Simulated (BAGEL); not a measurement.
**[NO3]− (nitrate) at 4 levels**

We compute a comparison of 4 runs (B3LYP/6-31G*, B3LYP/aug-cc-pVDZ, PBE0/aug-cc-pVDZ, FCI/STO-3G) of [NO3]− (nitrate). 

The calculation is run with BAGEL 1.2.2.

6 further runs of the same task are left out: 4 that didn't finish, 2 set aside as unsound or not needed. Runs told in other sessions of the task aren't counted.

## (1) The system as given

[NO3]−: 4 atoms, total charge -1, spin state singlet. SMILES: `O=[N+]([O-])[O-]`. The coordinates come from a PBE0-D4/def2-TZVPD relaxation.

Bond lengths: O1–N2 1.247 Å, N2–O3 1.247 Å, N2–O4 1.247 Å. Angles: O1–N2–O3 120.0°, O1–N2–O4 120.0°, O3–N2–O4 120.0°.

## (2) A single-point energy at B3LYP/6-31G(d) (density fitting with cc-pvqz-jkfit, spherical functions) (run 1)

Input file dft.json:

```json
{ "bagel" : [

{
  "title" : "molecule",
  "basis" : "6-31gs.json",
  "df_basis" : "cc-pvqz-jkfit",
  "angstrom" : "true",
  "geometry" : [
    { "atom" : "O", "xyz" : [       0.296520,       0.524040,       1.091530 ] },
    { "atom" : "N", "xyz" : [       0.000000,       0.000000,       0.000000 ] },
    { "atom" : "O", "xyz" : [       0.470440,      -1.113360,      -0.305120 ] },
    { "atom" : "O", "xyz" : [      -0.766950,       0.589330,      -0.786420 ] }
  ]
},

{ "title" : "ks", "xc_func" : "b3lyp", "charge" : -1 },

{ "title" : "print", "file" : "orbitals.molden", "orbitals" : "true" }

]}
```

The basis set 6-31G* is read from a file made from the Basis Set Exchange's data (not shown).

On the command line:

```bash
$ BAGEL_NUM_THREADS=1 BAGEL dft.json > dft.out
```

Standard output:

```text
* using 1 threads per process

  ===============================================================
  ===============================================================

  *** Geometry ***

  { "atom" : "O", "xyz" : [      0.560342,      0.990292,      2.062693 ] },
  { "atom" : "N", "xyz" : [      0.000000,      0.000000,      0.000000 ] },
  { "atom" : "O", "xyz" : [      0.889003,     -2.103945,     -0.576593 ] },
  { "atom" : "O", "xyz" : [     -1.449325,      1.113672,     -1.486118 ] },

  Number of auxiliary basis functions:      424

  Since a DF basis is specified, we compute 2- and 3-index integrals:
    o Being stored without compression. Storage requirement is 0.011 GB

  Number of basis functions:       56
  Number of electrons      :       31

    * METHOD: MOLECULE                             0.13

  *** Kohn-Sham DFT ***

    * Removing 6319 points whose weight is below 1.00e-10
    * Grid points: 53305

  === Nuclear Repulsion ===
   118.3725434864

       - DIIS with orbital gradients will be used.

  === KS iteration (b3lyp / 6-31gs.json) ===
      0       -258.18996425          0.17775466           0.12
      1       -263.10316556          0.24528840           0.09
      2       -262.33477052          0.23707885           0.08
      3       -277.89736498          0.11721552           0.08
      4       -280.25662120          0.01696032           0.08
      5       -280.32210733          0.00560841           0.08
      6       -280.32768237          0.00228999           0.08
      7       -280.32849274          0.00014309           0.08
      8       -280.32848515          0.00023312           0.08
      9       -280.32849837          0.00001049           0.08
     10       -280.32849839          0.00000147           0.08
     11       -280.32849839          0.00000066           0.08
     12       -280.32849839          0.00000088           0.08
     13       -280.32849839          0.00000002           0.08
     14       -280.32849839          0.00000002           0.08
     15       -280.32849839          0.00000002           0.08
     16       -280.32849839          0.00000000           0.08
    * SCF iteration converged.

    * Permanent dipole moment:
           (    0.000004,     0.000000,    -0.000003) a.u.

    * METHOD: KS                                   1.60

    * METHOD: PRINT                                0.01

  ===============================================================
```

It took 1.9 s on 1 thread of Arm Neoverse V1, shared host; peak memory 0.17 GiB.

## (3) The energy at B3LYP/aug-cc-pVDZ (density fitting with cc-pvqz-jkfit) (run 2)

Input file job.json:

```json
{ "bagel" : [

{
  "title" : "molecule",
  "basis" : "aug-cc-pvdz.json",
  "df_basis" : "cc-pvqz-jkfit",
  "angstrom" : "true",
  "geometry" : [
    { "atom" : "O", "xyz" : [    0.296520,    0.524040,    1.091530 ] },
    { "atom" : "N", "xyz" : [    0.000000,    0.000000,    0.000000 ] },
    { "atom" : "O", "xyz" : [    0.470440,   -1.113360,   -0.305120 ] },
    { "atom" : "O", "xyz" : [   -0.766950,    0.589330,   -0.786420 ] }
  ]
},
{
  "title" : "ks",
  "xc_func" : "b3lyp",
  "charge" : -1
},
{
  "title" : "print",
  "file" : "orbitals.molden",
  "orbitals" : "true"
}

]}
```

The basis set aug-cc-pVDZ is read from a file made from the Basis Set Exchange's data (not shown).

On the command line:

```bash
$ BAGEL_NUM_THREADS=1 BAGEL job.json > job.out
```

Standard output:

```text
* using 1 threads per process

  ===============================================================
  ===============================================================

  *** Geometry ***

  { "atom" : "O", "xyz" : [      0.560342,      0.990292,      2.062693 ] },
  { "atom" : "N", "xyz" : [      0.000000,      0.000000,      0.000000 ] },
  { "atom" : "O", "xyz" : [      0.889003,     -2.103945,     -0.576593 ] },
  { "atom" : "O", "xyz" : [     -1.449325,      1.113672,     -1.486118 ] },

  Number of auxiliary basis functions:      424

  Since a DF basis is specified, we compute 2- and 3-index integrals:
    o Being stored without compression. Storage requirement is 0.029 GB

  Number of basis functions:       92
  Number of electrons      :       31

    * METHOD: MOLECULE                             0.17

  *** Kohn-Sham DFT ***

    * Removing 6319 points whose weight is below 1.00e-10
    * Grid points: 53305

  === Nuclear Repulsion ===
   118.3725434864

       - DIIS with orbital gradients will be used.

  === KS iteration (b3lyp / aug-cc-pvdz.json) ===
      0       -255.02871284          0.13502486           0.18
      1       -236.98822787          0.17444163           0.17
      2       -259.86238873          0.15955867           0.17
      3       -276.01974333          0.08238193           0.17
      4       -278.90918968          0.06211126           0.17
      5       -280.13379963          0.02996033           0.18
      6       -280.28432717          0.01975137           0.17
      7       -280.41056229          0.00292408           0.17
      8       -280.41611802          0.00156910           0.18
      9       -280.41534975          0.00176511           0.18
     10       -280.41715113          0.00006274           0.18
     11       -280.41715196          0.00003293           0.18
     12       -280.41715256          0.00000541           0.18
     13       -280.41715257          0.00000040           0.18
     14       -280.41715257          0.00000040           0.17
     15       -280.41715257          0.00000017           0.17
     16       -280.41715257          0.00000004           0.17
     17       -280.41715257          0.00000001           0.17
     18       -280.41715257          0.00000002           0.17
     19       -280.41715257          0.00000000           0.17
    * SCF iteration converged.

    * Permanent dipole moment:
           (    0.000006,    -0.000005,    -0.000004) a.u.

    * METHOD: KS                                   3.71

    * METHOD: PRINT                                0.02

  ===============================================================
```

It took 4.2 s on 1 thread of Arm Neoverse V1, shared host; peak memory 0.26 GiB.

## (4) A single-point energy at PBE0/aug-cc-pVDZ (density fitting with cc-pvqz-jkfit) (run 3)

Input file calc.json:

```json
{ "bagel": [

{
  "title": "molecule",
  "basis": "aug-cc-pvdz.json",
  "df_basis": "cc-pvqz-jkfit",
  "angstrom": true,
  "geometry": [
    { "atom": "O", "xyz": [       0.296520,       0.524040,       1.091530 ] },
    { "atom": "N", "xyz": [       0.000000,       0.000000,       0.000000 ] },
    { "atom": "O", "xyz": [       0.470440,      -1.113360,      -0.305120 ] },
    { "atom": "O", "xyz": [      -0.766950,       0.589330,      -0.786420 ] }
  ]
},

{ "title": "ks", "xc_func": "pbe0", "charge": -1 },

{ "title": "print", "file": "orbitals.molden", "orbitals": true }

]}
```

The basis set aug-cc-pVDZ is read from a file made from the Basis Set Exchange's data (not shown).

On the command line:

```bash
$ BAGEL_NUM_THREADS=1 BAGEL calc.json > calc.out
```

Standard output:

```text
* using 1 threads per process

  ===============================================================
  ===============================================================

  *** Geometry ***

  { "atom" : "O", "xyz" : [      0.560342,      0.990292,      2.062693 ] },
  { "atom" : "N", "xyz" : [      0.000000,      0.000000,      0.000000 ] },
  { "atom" : "O", "xyz" : [      0.889003,     -2.103945,     -0.576593 ] },
  { "atom" : "O", "xyz" : [     -1.449325,      1.113672,     -1.486118 ] },

  Number of auxiliary basis functions:      424

  Since a DF basis is specified, we compute 2- and 3-index integrals:
    o Being stored without compression. Storage requirement is 0.029 GB

  Number of basis functions:       92
  Number of electrons      :       31

    * METHOD: MOLECULE                             0.17

  *** Kohn-Sham DFT ***

    * Removing 6319 points whose weight is below 1.00e-10
    * Grid points: 53305

  === Nuclear Repulsion ===
   118.3725434864

       - DIIS with orbital gradients will be used.

  === KS iteration (pbe0 / aug-cc-pvdz.json) ===
      0       -254.72291261          0.13463289           0.18
      1       -236.06734498          0.17185336           0.17
      2       -260.06208256          0.15709896           0.17
      3       -275.78307370          0.08133636           0.17
      4       -278.67194435          0.06144013           0.17
      5       -279.83092020          0.03058067           0.17
      6       -280.03142028          0.01695401           0.17
      7       -280.12633975          0.00189754           0.17
      8       -280.12900286          0.00087050           0.17
      9       -280.12898887          0.00070316           0.17
     10       -280.12927320          0.00003911           0.17
     11       -280.12927374          0.00000476           0.17
     12       -280.12927374          0.00000430           0.17
     13       -280.12927375          0.00000041           0.17
     14       -280.12927375          0.00000016           0.17
     15       -280.12927375          0.00000007           0.17
     16       -280.12927375          0.00000010           0.17
     17       -280.12927375          0.00000001           0.17
    * SCF iteration converged.

    * Permanent dipole moment:
           (   -0.000000,     0.000003,    -0.000006) a.u.

    * METHOD: KS                                   3.32

    * METHOD: PRINT                                0.02

  ===============================================================
```

It took 3.9 s on 1 thread of Arm Neoverse V1, shared host; peak memory 0.26 GiB.

## (5) The energy at FCI/STO-3G (density fitting with cc-pvqz-jkfit) (run 4)

Input file input.json:

```json
{ "bagel": [

{
  "title": "molecule",
  "basis": "sto-3g",
  "df_basis": "cc-pvqz-jkfit",
  "angstrom": true,
  "geometry": [
    { "atom": "O", "xyz": [       0.296520,       0.524040,       1.091530 ] },
    { "atom": "N", "xyz": [       0.000000,       0.000000,       0.000000 ] },
    { "atom": "O", "xyz": [       0.470440,      -1.113360,      -0.305120 ] },
    { "atom": "O", "xyz": [      -0.766950,       0.589330,      -0.786420 ] }
  ]
},

{ "title": "hf", "charge": -1 },

{ "title": "fci", "nstate": 1, "charge": -1, "ncore": 4 }

]}
```

On the command line:

```bash
$ BAGEL_NUM_THREADS=1 BAGEL input.json > input.out
```

Standard output:

```text
* using 1 threads per process

  ===============================================================
  ===============================================================

  *** Geometry ***

  { "atom" : "O", "xyz" : [      0.560342,      0.990292,      2.062693 ] },
  { "atom" : "N", "xyz" : [      0.000000,      0.000000,      0.000000 ] },
  { "atom" : "O", "xyz" : [      0.889003,     -2.103945,     -0.576593 ] },
  { "atom" : "O", "xyz" : [     -1.449325,      1.113672,     -1.486118 ] },

  Number of auxiliary basis functions:      424

  Since a DF basis is specified, we compute 2- and 3-index integrals:
    o Being stored without compression. Storage requirement is 0.001 GB

  Number of basis functions:       20
  Number of electrons      :       31

    * METHOD: MOLECULE                             0.11

  *** RHF ***

  === Nuclear Repulsion ===
   118.3725434864

      * DIIS with orbital gradients will be used.

  === RHF iteration (sto-3g) ===
      0       -274.67065675          0.05648103           0.01
      1       -274.89894620          0.02406519           0.01
      2       -274.94720281          0.00131817           0.01
      3       -274.94773893          0.00028553           0.01
      4       -274.94776020          0.00008780           0.01
      5       -274.94776194          0.00000359           0.01
      6       -274.94776194          0.00000020           0.01
      7       -274.94776194          0.00000005           0.01
      8       -274.94776194          0.00000001           0.01
    * SCF iteration converged.

    * Permanent dipole moment:
           (    0.000004,     0.000003,    -0.000004) a.u.

    * METHOD: HF                                   0.09

  ---------------------------
        FCI calculation
  ---------------------------

  Performs exactly the same way as Knowles & Handy 1984 CPL

  o alpha-beta strings
      length:          3640
  o size of the space
      determinant space:  3312400
      spin-adapted space: 866320

  o single displacement lists (alpha)
      length:        109200
  o single displacement lists (beta)
      length:        109200

     guess   0:   closed 111111111111....     open ................

  === FCI iteration ===

      0  0      -274.94776194     3.59e-04      9.95
      1  0      -275.12604005     1.76e-04     10.03
      2  0      -275.15798746     8.65e-05     10.07
      3  0      -275.16469271     4.09e-05     10.19
      4  0      -275.16615243     2.18e-05     10.18
      5  0      -275.16655532     1.10e-05     10.37
      6  0      -275.16664298     5.76e-06     10.36
      7  0      -275.16666511     2.39e-06     10.28
      8  0      -275.16666922     1.12e-06     10.46
      9  0      -275.16666999     5.10e-07     10.44
     10  0      -275.16667014     2.35e-07     10.36
     11  0      -275.16667018     1.11e-07     10.31
     12  0      -275.16667019     6.19e-08     10.49
     13  0      -275.16667019     3.47e-08     10.38
     14  0      -275.16667019     2.18e-08     10.51
     15  0      -275.16667019     1.21e-08     10.53
     16  0      -275.16667019     6.40e-09     10.57
     17  0      -275.16667019     3.05e-09     10.45
     18  0      -275.16667019     1.45e-09     10.27
     19  0      -275.16667019     6.97e-10     10.45
    ** throwing out 1 trial vectors **
     20  0      -275.16667019     3.34e-10     10.29
    ** throwing out 1 trial vectors **
     21  0      -275.16667019     1.65e-10     10.41
    ** throwing out 1 trial vectors **
     22  0 *    -275.16667019     9.34e-11      9.50

     * ci vector, state   0, <S^2> = 0.0000
       222222222222....    -0.9276505667
       22222222222.2...     0.1298257803
       2222222222.22...     0.1298249696
       2222a2222222b...    -0.0556360560
       2222b2222222a...    -0.0556360560
       2222.22222222...     0.0533436467

    * METHOD: FCI                                239.56

  ===============================================================
```

Wall time 4 min (1 thread of Arm Neoverse V1, shared host); peak memory 7.9 GiB.

## (6) All runs side by side

```csv
run,level,number of roots,frozen core orbitals,energy (Eh),HOMO energy (eV),LUMO energy (eV),HOMO–LUMO gap (eV),wall time
1,"B3LYP/6-31G* (density fitting with cc-pvqz-jkfit, spherical functions)",–,–,-280.328498,0.16,6.23,6.07,1.9 s
2,B3LYP/aug-cc-pVDZ (density fitting with cc-pvqz-jkfit),–,–,-280.417153,-1.07,4.65,5.71,4.2 s
3,PBE0/aug-cc-pVDZ (density fitting with cc-pvqz-jkfit),–,–,-280.129274,-1.30,5.00,6.30,3.9 s
4,FCI/STO-3G (density fitting with cc-pvqz-jkfit),1,4,-275.166670,–,–,–,4 min
```

## (7) Outcome

| quantity | value |
| --- | --- |
| run 4: total energy | -275.16667 Eh |

What this shows: Over runs 1, 2, 3 the HOMO–LUMO gap runs from 5.71 eV (B3LYP/aug-cc-pVDZ) to 6.30 eV (PBE0/aug-cc-pVDZ). The empty levels of an anion lie above zero and hang on the basis. Totals of different functionals can't be ranked against each other. In run 1 the HOMO lies above zero, from self-interaction, a short basis or an electron that isn't bound. In run 4 the basis is minimal, so the values are rough. All runs together took 4.2 min, the longest 4 min.
